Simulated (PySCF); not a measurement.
# Static response to an electric field

Compound: carbonyl sulfide, COS.
Structure used (GFN2-xTB), in Å, numbered top down from 1:
```
atom  x, y, z in Å
O1    -1.252    0.328   -0.007
C2    -0.122    0.096   -0.004
S3     1.385   -0.214   -0.002
```

Level: PBE0/def2-SVPD (PySCF), static field, nuclei fixed, core orbitals frozen in the response. The polarisability tensor in these axes (au):

```
x   48.36 -4.80  0.04
y   -4.80 25.98 -0.01
z    0.04 -0.01 25.00
```

Task: What are the eigenvalues, a third of the trace, and Δα (Δα² = ½Σ(αi − αj)² over the three pairs)?

Result: Principal values 25.00, 25.00 and 49.35 au; mean 33.11 au = 4.91 Å³ = 5.46 × 10⁻⁴⁰ C²·m²/J; Δα = 24.35 au (74 % of the mean).

Task: What is the dipole moment, and where does it point?

Result: (0.79, -0.16, 0.00) D, 0.81 D in size, pointing from the negative to the positive side. Measured along this direction, the outermost atoms are O1 at the negative end and S3 at the positive end.

Task: Find the Langevin capture rate constant for H3+ (3.023 u) meeting this molecule (59.967 u), k = 2.342 × 10⁻⁹ cm³/s × √(α in Å³ / reduced mass in u).

Result: The reduced mass is 2.88 u, so k = 3.06 × 10⁻⁹ cm³/s. The formula leaves out the permanent dipole, which adds to the capture rate.

Task: What would n − 1 = 2πNα be for an ideal gas of these molecules at 500 K and 1 atm, electronic part alone?

Result: N = p/kT = 1.4678 × 10¹⁹ cm⁻³, so n − 1 = 2π × N × 4.91 × 10⁻²⁴ cm³ = 453 × 10⁻⁶ at long wavelengths.

Task: How large is μ²/3kT at 250 K beside α?

Result: In Gaussian units μ²/3kT = 6.30 Å³ against 4.91 Å³, a ratio of 1.28; the Debye molar polarisation (4π/3)N_A(α + μ²/3kT) is 28.3 cm³/mol, leaving out the vibrational part.

Task: Give the eigenvalues of the traceless quadrupole moment Θ = ½Σq(3rr − r²1), origin at the centre of nuclear charge.

Result: -1.19, 0.60, 0.60 D·Å. The values depend on the origin, since the dipole doesn't vanish. The electronic extent ⟨r²⟩ about the same centre is 198 bohr², a root-mean-square distance of 1.36 Å for the 30 electrons.

Task: Estimate the molar refractivity from the static electronic polarisability.

Result: Lorentz–Lorenz: R = (4π/3)N_A α = 2.5225 cm³/(mol·Å³) × 4.91 Å³ = 12.4 cm³/mol, in the limit of long wavelengths.

Isolated species at its GFN2-xTB geometry, gas phase.
